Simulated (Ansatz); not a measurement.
in.yaml

```yaml
crystal:
  periodic: [false, false, false]
  atoms:
    - {symbol: Ge, position_ang: [-0.000016, -0.231006, 2.569331]}
    - {symbol: Si, position_ang: [0.000003, -0.477135, 0.238112]}
    - {symbol: Ge, position_ang: [-0.000017, -0.246797, -2.068221]}
    - {symbol: H, position_ang: [0.000031, 0.954938, -0.739221]}
basis:
  gaussian: {orbitals: def2-SVP}
magnetization: {spin_polarized: false, initial_magnetization: 1}
correlation: {method: fic_mrcisd_q, electrons: outside_noble_gas, active_space: {window: {electrons: 3, orbitals: 3}, states: [{multiplicity: 2, irrep: 12, weights: [1]}]}}
accuracy: high
```

```sh
$ ansatz run in.yaml --threads 1 --pin off --events-out ev --progress --plain --max-ram 2393MiB
```

(1) One thing in this input was set wrong on purpose, beside settings that are merely unusual. What is the gravest fault, and what does the program do?

## Answers

(1) Irrep not in the group. How the run ends: stopped by an error.
```
1535 factors; integrals over basis functions are off by at most 9.9e-9 eV
mean field evaluation 1: about -120804.5974 eV, gradient 9.3e0 eV
mean field evaluation 2: about -120804.6287 eV, gradient 9.3e0 eV
mean field evaluation 4: about -120805.5507 eV, gradient 2.2e0 eV
mean field evaluation 8: about -120805.6208 eV, gradient 3.6e-1 eV
mean field evaluation 16: about -120805.6229 eV, gradient 6.8e-8 eV
mean field evaluation 32: about -120805.5695 eV, gradient 8.9e-1 eV
mean field evaluation 64: about -120805.6156 eV, gradient 3.2e-1 eV
mean field -120805.62287099 eV, -4439.5247555167 hartree, gradient 6.8e-8 eV, S^2 0.750000; 9 other end points of the search recorded, 0 dependent functions left out
reference -120805.62287099 eV, -4439.5247555167 hartree; 40, 39 occupied and 47, 48 virtual orbitals, 1535 factors
WARN: the results are in doubt because the irreps are read in a subgroup of a group that the atoms nearly have; a symmetry tolerance of 3.5e-3 Å or symmetric places take that group, and one of 5.3e-6 Å keeps this one
Error: the irrep 12 is not accepted for these orbitals, which take A, or 1 to 1
```
